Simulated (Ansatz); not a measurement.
Reaction: C2H4O2 (methyl formate, SMILES C(OC)=O) → CHO2 (SMILES C(=O)[O], doublet) + CH3 (SMILES [CH3], doublet) (the C-O bond breaks)
Each species at its own B3LYP-D3(BJ)/def2-TZVP minimum (Ansatz, an electronic-structure program), one conformer.

Total energies in hartree (Ansatz). UHF or UKS for unpaired electrons; spin-orbit terms are left out. Cores are frozen in correlated methods. No relativity. The UHF reference of CHO2 ([O]C=O, doublet) is spin-contaminated (<S^2> up to 0.04 over the pure value in the sets run). The determinant of CHO2 ([O]C=O, doublet) is a saddle point of the SCF energy; a lower one exists, which strains HF and MP2.

```tsv
species	HF/cc-pVTZ	CCSD(T)/cc-pVTZ	HF/cc-pVQZ	CCSD(T)/cc-pVQZ	CCSD(T)/cc-pVDZ	CCSDT(Q)/cc-pVDZ
1: C2H4O2 (methyl formate, SMILES COC=O)	-227.87667	-228.72616	-227.89377	-228.79724	-228.49069	-228.49325
2: CHO2 (SMILES [O]C=O, doublet)	-188.15519	-188.81015	-188.16984	-188.86803	-188.62526	-188.62938
3: CH3 (SMILES [CH3], doublet)	-39.57748	-39.76098	-39.58026	-39.77245	-39.71583	-39.71634
```

Q: Work out the bond dissociation energy (electronic) in kcal/mol: take Hartree-Fock from cc-pVQZ, extrapolate the CCSD(T) correlation energy as X^-3 (X = 3, 4), and add CCSDT(Q) - CCSD(T) in cc-pVDZ. 1 hartree = 627.51 kcal/mol.

A: 
Species 1: correlation (64·(-0.90347) - 27·(-0.84949))/37 = -0.94286; step -0.00256; E1 = -227.89377 + (-0.94286) + (-0.00256) = -228.83919
Species 2: correlation (64·(-0.69819) - 27·(-0.65496))/37 = -0.72974; step -0.00412; E2 = -188.16984 + (-0.72974) + (-0.00412) = -188.90370
Species 3: correlation (64·(-0.19219) - 27·(-0.18350))/37 = -0.19853; step -0.00051; E3 = -39.58026 + (-0.19853) + (-0.00051) = -39.77930
-1·E1 +1·E2 +1·E3 = 0.15619 hartree = 98.0 kcal/mol.
